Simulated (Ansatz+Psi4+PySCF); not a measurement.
Values are calculated unless marked as measured or tabulated.
A run of Psi4 1.11 on singlet LiF at this shape:

```xyz
2

Li    0.0000    0.0000   -1.1750
F     0.0000    0.0000    0.3916
```

Its results:

```yaml
Converged: yes
Reference_energy: -106.98095 hartree
Correlation_energy: -0.31690 hartree
Total_energy: -107.29785 hartree
Spin_squared_of_the_determinant: 0.000
Occupied_orbitals_by_symmetry_in_an_Abelian_subgroup_alpha;_beta: 4 A1 1 B1 1 B2; 4 A1 1 B1 1 B2
```

**Question.** Which input gives this output? Name the method, the orbitals and the basis set, and write the input.

**Answer.** RHF-MP2 in cc-pCVTZ on Li; cc-pVTZ on F. An unrestricted run that stays on the closed shell gives the same numbers.

```
molecule {
0 1
Li 0.000000 0.000000 -1.174970
F 0.000000 0.000000 0.391650
}

basis {
assign F cc-pVTZ
assign Li cc-pCVTZ
}
set reference rhf
set scf_type pk
set mp2_type conv
set cc_type conv
set num_frozen_docc 1
energy('mp2')
```
